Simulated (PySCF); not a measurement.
# Orbital picture of AlP⁻

PBE0 at R = 2.130 Å; basis Al def2-TZVPPD, P def2-TZVPPD; no relativity; PySCF 2.14. State: ²Σ⁺ (doublet), unpaired electrons σ ↑. Only the outer orbitals are listed, counted within each symmetry.

```json
{"spin": "α", "orbital": "7σ", "occ.": "1", "ε (eV)": "-9.89", "on Al (%)": "19", "main shells (%)": "80 P s, 12 Al s"}
{"spin": "α", "orbital": "8σ", "occ.": "1", "ε (eV)": "-3.82", "on Al (%)": "64", "main shells (%)": "64 Al s, 26 P p, 10 P s"}
{"spin": "α", "orbital": "9σ", "occ.": "1", "ε (eV)": "-1.03", "on Al (%)": "58", "main shells (%)": "42 Al p, 35 P p, 15 Al s"}
{"spin": "α", "orbital": "3π", "occ.": "1", "ε (eV)": "-0.48", "on Al (%)": "35", "main shells (%)": "66 P p, 31 Al p"}
{"spin": "α", "orbital": "3π", "occ.": "1", "ε (eV)": "-0.48", "on Al (%)": "35", "main shells (%)": "66 P p, 31 Al p"}
{"spin": "α", "orbital": "4π", "occ.": "0", "ε (eV)": "3.47", "on Al (%)": "82", "main shells (%)": "56 Al p, 26 Al d, 14 P p"}
{"spin": "α", "orbital": "4π", "occ.": "0", "ε (eV)": "3.47", "on Al (%)": "82", "main shells (%)": "56 Al p, 26 Al d, 14 P p"}
{"spin": "β", "orbital": "7σ", "occ.": "1", "ε (eV)": "-9.17", "on Al (%)": "20", "main shells (%)": "79 P s, 13 Al s"}
{"spin": "β", "orbital": "8σ", "occ.": "1", "ε (eV)": "-2.84", "on Al (%)": "69", "main shells (%)": "70 Al s, 20 P p, 11 P s"}
{"spin": "β", "orbital": "3π", "occ.": "1", "ε (eV)": "-0.35", "on Al (%)": "37", "main shells (%)": "64 P p, 31 Al p"}
{"spin": "β", "orbital": "3π", "occ.": "1", "ε (eV)": "-0.35", "on Al (%)": "37", "main shells (%)": "64 P p, 31 Al p"}
{"spin": "β", "orbital": "9σ", "occ.": "0", "ε (eV)": "1.62", "on Al (%)": "58", "main shells (%)": "45 Al p, 29 P p, 12 Al s"}
{"spin": "β", "orbital": "4π", "occ.": "0", "ε (eV)": "3.81", "on Al (%)": "81", "main shells (%)": "60 Al p, 21 Al d, 16 P p"}
{"spin": "β", "orbital": "4π", "occ.": "0", "ε (eV)": "3.81", "on Al (%)": "81", "main shells (%)": "60 Al p, 21 Al d, 16 P p"}
```

Question: Which are the highest filled and the lowest empty level, where do they sit, and how wide is the gap?

Answer: Highest filled β 3π at -0.35 eV (in %: 64 P p, 31 Al p); lowest empty β 9σ at 1.62 eV (in %: 45 Al p, 29 P p, 12 Al s); the gap at PBE0 is 1.97 eV. An empty level above zero is unbound, and its energy depends on the basis.

The bond order (Mayer) is 2.63. The ⟨S²⟩ is 0.762 and the charge on Al (Mulliken, basis-dependent) is -0.75. The charge on Al (Löwdin, basis-dependent) is -0.70. The dipole moment (positive dipole points towards P; it is taken about the centre of mass and depends on that origin) is -1.56 D and the polarisability along the bond is 154.4 bohr³. The polarisability across the bond is 185.0 bohr³.

The state is the lowest determinant that a PBE0 search found; another state may lie lower at other levels.
